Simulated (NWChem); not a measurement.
Molecule: fluoromethane (CH$_{3}$F); SMILES CF

Program: NWChem. Pople sets run with spherical d functions. All runs use the structure optimised with PBE0/def2-SVP. Hybrids' shares of exact exchange are those that their runs print; pure functionals count as 0. The functionals differ in more than this share.

```
row            share of exact exchange  highest occupied level (eV)
-------------  -----------------------  ---------------------------
PBE/6-31G*                        0.00                        -7.35
N12/6-31G*                        0.00                        -7.42
B3LYP/6-31G*                      0.20                        -9.02
B3PW91/6-31G*                     0.20                        -9.05
B97-2/6-31G*                      0.21                        -9.08
PW6B95/6-31G*                     0.28                        -9.52
MPW1K/6-31G*                      0.43                     withheld
```

Fit a straight line of the last column on the one before it, predict the withheld value, and compare with the run.


1. Means of the 6 shown rows: x = 0.148, y = -8.573. Slope Σ(x − x̄)(y − ȳ)/Σ(x − x̄)² = -0.5561/0.07048 = -7.890; intercept -7.403.
2. The shown rows scatter about the line by 0.055 (root mean square); the largest residual is +0.09, at PW6B95/6-31G*.
3. At x = 0.43 (MPW1K/6-31G*; beyond the shown range) the line gives -10.80.
4. The run gives -10.81, -0.01 from the line, 0.2 times the scatter.
